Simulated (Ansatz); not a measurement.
## Ansatz (development build ahead of 0.2.0) run

```yaml
crystal:
  periodic: [false, false, false]
  atoms:
    - { symbol: C, position_ang: [-0.17895, 1.44524, 0.0] }
    - { symbol: H, position_ang: [0.39754, 1.53648, 0.93281] }
    - { symbol: H, position_ang: [0.39754, 1.53648, -0.93281] }
    - { symbol: O, position_ang: [-1.3724, 1.26135, 0.0] }
basis:
  gaussian: { orbitals: cc-pVTZ }
hamiltonian:
  xc: hf
correlation:
  method: mp2
  frozen_orbitals: { C: 1, H: 0, O: 1 }
```

The input is written out in the form of the current development build from the run's settings.

Output:

```json
{
  "Converged": "yes",
  "Reference energy": "-113.91153 hartree",
  "Correlation energy": "-0.39565 hartree",
  "Total energy": "-114.30718 hartree",
  "Spin squared of the determinant": "0.000",
  "Stability test": "minimum among restricted orbitals",
  "Occupied orbitals by symmetry in an Abelian subgroup (alpha; beta)": "6 A' 2 A''; 6 A' 2 A''"
}
```
